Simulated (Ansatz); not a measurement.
# CHBN+ (quintet): from Hartree-Fock to the top rungs, cc-pVDZ

How much of the correlation energy of CHBN+ (quintet) does each wave-function method recover here?

Computed with Ansatz 0.2.0, Gaussian basis. Level: cc-pVDZ, core rule «outside noble gas», up to 3 orbitals frozen.

The runs, in order: UHF; CCSD(T) on ROHF; CCSD(T) on UHF; BCCD(T) on ROHF; CISD; CCSDT(Q) on ROHF; CCSDT(Q) on UHF; CASSCF and NEVPT2, 12 electrons in 11 orbitals.

19 further runs of the same task are left out: 7 that didn't finish, 12 set aside as unsound or not needed.

## Step 1: The system

The geometry is a PBE0/def2-TZVP stationary point (not a proven minimum) of the parent state, kept for this charge and spin.

4 atoms, charge 1, spin multiplicity 5.

Atoms are counted from 1 here; the program's logs count them from 0.

Bond lengths: B1–N2 1.277 Å, B1–H4 1.169 Å, N2–C3 1.253 Å. Angles: N2–B1–H4 180.0°, B1–N2–C3 180.0°.

As a file:

```xyz
4
CHBN
B     0.0000    0.0000    0.6596
N     0.0000    0.0000   -0.6177
C     0.0000    0.0000   -1.8708
H     0.0000    0.0000    1.8289
```

## Step 2: UHF

File in.yaml:

```yaml
crystal:
  periodic: [false, false, false]
  atoms:
    - {symbol: B, position_ang: [0.000000, 0.000000, 0.659600]}
    - {symbol: N, position_ang: [0.000000, 0.000000, -0.617700]}
    - {symbol: C, position_ang: [0.000000, 0.000000, -1.870800]}
    - {symbol: H, position_ang: [0.000000, 0.000000, 1.828900]}
basis:
  gaussian: {orbitals: cc-pVDZ}
total_charge: 1
magnetization: {spin_polarized: true, initial_magnetization: 4}
hamiltonian: {xc: hf}
output: {orbitals: {seedname: orbitals}}
```

Started as:

```console
$ ansatz run in.yaml --threads 1 --pin off --events-out ev --progress --plain --max-ram 2393MiB
```

The runs that follow: CCSD(T) on ROHF; CCSD(T) on UHF; BCCD(T) on ROHF; CISD; CCSDT(Q) on ROHF; CCSDT(Q) on UHF; CASSCF and NEVPT2, 12 electrons in 11 orbitals.

Before running them: what should the planned runs give, taken together? Wanted: UCCSDT(Q) below the RHF energy; RMP2 from UCCSDT(Q); UMP2 from UCCSDT(Q); RCCSD from UCCSDT(Q); RCCSD(T) from UCCSDT(Q); UCCSD(T) from UCCSDT(Q); RCCSDT(Q) from UCCSDT(Q); NEVPT2 frontier from UCCSDT(Q); T1 diagnostic.

**Answer**, as computed:

| quantity | value |
| --- | --- |
| UCCSDT(Q) below the RHF energy | -7.3614 eV |
| RMP2 from UCCSDT(Q) | +1145.7 meV |
| UMP2 from UCCSDT(Q) | +1149.3 meV |
| RCCSD from UCCSDT(Q) | +264.7 meV |
| RCCSD(T) from UCCSDT(Q) | +53.5 meV |
| UCCSD(T) from UCCSDT(Q) | +52.1 meV |
| RCCSDT(Q) from UCCSDT(Q) | +3.3 meV |
| NEVPT2 frontier from UCCSDT(Q) | +1317.5 meV |
| levels within 1 kcal/mol (43 meV) | RCCSDT, UCCSDT, RCCSDT(Q) |
| T1 diagnostic | 0.032 |

**Reading.** RCCSD(T) misses by +53.5 meV, 0.7 % of the correlation energy. These misses are within one basis, not against nature; the frozen cores of restricted and unrestricted runs differ, which can shift their rows.
